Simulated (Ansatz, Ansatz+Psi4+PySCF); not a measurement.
```xyz
4

N     0.0000    0.0000    0.4672
F     1.2173    0.0000   -0.1211
F    -0.6087    1.0543   -0.1211
F    -0.6087   -1.0543   -0.1211
```

Basis set: cc-pVTZ (spherical functions). Frozen core: 4 orbitals. Charge 0, multiplicity 1.

Computed with Ansatz (development build ahead of 0.2.0); each method stands on the lowest determinant of its kind that the runs found. Restricted open shells among the atoms or ions are ROHF, correlated in semicanonical orbitals with singles.

Task: Give the atomization energy at this shape (free ground-state atoms in the same class of orbitals less the molecule, no zero-point energy) of singlet NF₃ by RHF-MP2, RHF.

Result:

```csv
method,atomization energy
RHF-MP2,206.68 kcal/mol
RHF,50.11 kcal/mol
```
